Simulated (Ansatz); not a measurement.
# SiNH₄ (quartet): the correlation ladder at distance Si1–H5 along a hydrogen transfer = 1.875 Å, cc-pVDZ

The task here is to estimate one member of a computed series from the others.

Method: cc-pVDZ, core rule «outside noble gas», up to 6 orbitals frozen; program: Ansatz 0.2.0, Gaussian basis.

To be run: UHF; CCSD(T) on ROHF; CCSD(T) on UHF; BCCD(T) on ROHF; CISD; CCSDT(Q) on ROHF; CCSDT(Q) on UHF; CASSCF and MRCISD+Q, 5 electrons in 5 orbitals; CASSCF and NEVPT2, 5 electrons in 5 orbitals.

11 further runs of the same task are left out: 1 for a mislabelled method, 8 that didn't finish, 2 set aside as unsound or not needed.

### What is computed

The geometry derives from fragments relaxed apart (PBE0/def2-TZVP) and kept rigid, so it is no stationary point. A hydrogen atom is moved between rigid fragments.

6 atoms, charge 0, spin multiplicity 4.

Atoms are counted from 1 here; the program's logs count them from 0.

Bond lengths: Si1–H2 1.485 Å, Si1–H3 1.485 Å, Si1–H4 1.485 Å. Angles: H2–Si1–H3 109.5°, H2–Si1–H4 109.5°, H3–Si1–H4 109.5°.

The first run:

in.yaml

```yaml
crystal:
  periodic: [false, false, false]
  atoms:
    - {symbol: Si, position_ang: [-0.982417, 0.000000, 0.000000]}
    - {symbol: H, position_ang: [-1.477289, 1.399708, 0.000000]}
    - {symbol: H, position_ang: [-1.477289, -0.699854, 1.212183]}
    - {symbol: H, position_ang: [-1.477289, -0.699854, -1.212183]}
    - {symbol: H, position_ang: [0.892583, 0.000000, 0.000000]}
    - {symbol: N, position_ang: [2.224583, 0.000000, 0.000000]}
basis:
  gaussian: {orbitals: cc-pVDZ}
magnetization: {spin_polarized: true, initial_magnetization: 3}
hamiltonian: {xc: hf}
output: {orbitals: {seedname: orbitals}}
```

On the command line:

```bash
$ ansatz run in.yaml --threads 1 --pin off --events-out ev --progress --plain --max-ram 2393MiB
```

Steps of the session up to this table: UHF; CCSD(T) on ROHF; CCSD(T) on UHF; BCCD(T) on ROHF; CISD; CCSDT(Q) on ROHF; CCSDT(Q) on UHF; CASSCF and MRCISD+Q, 5 electrons in 5 orbitals; CASSCF and NEVPT2, 5 electrons in 5 orbitals.

One of the session's tables, all rows but one given; the rest of the session is left out.

It belongs to the step «Misses and costs». 

| method | from UCCSDT(Q) (meV) |
| --- | --- |
| ROHF | +7493.9 |
| UHF | +7035.0 |
| RMP2 | +1539.5 |
| UMP2 | +1533.2 |
| CISD | +808.3 |
| RCCSD | +189.0 |
| UCCSD | +177.4 |
| RCCSD(T) | +40.7 |
| UCCSD(T) | +39.5 |
| BCCD(T) | ? |
| RCCSDT | +9.3 |
| UCCSDT | +6.9 |
| RCCSDT(Q) | +1.7 |
| UCCSDT(Q) | 0 |
| CASSCF pair | +6586.8 |
| NEVPT2 pair | +1380.8 |
| MRCISD pair | +630.1 |
| MRCISD+Q pair | +48.6 |

**Question.** Estimate the row for BCCD(T).

**Answer.** from UCCSDT(Q) (meV): +40.1. In the column «from UCCSDT(Q) (meV)» it lies between UCCSD(T) (+39.5) and RCCSD(T) (+40.7).

To keep in mind: Restricted and unrestricted rows rest on different reference determinants; where their highest levels disagree by more than a few hundredths of an eV, they describe different states and don't form one ladder.
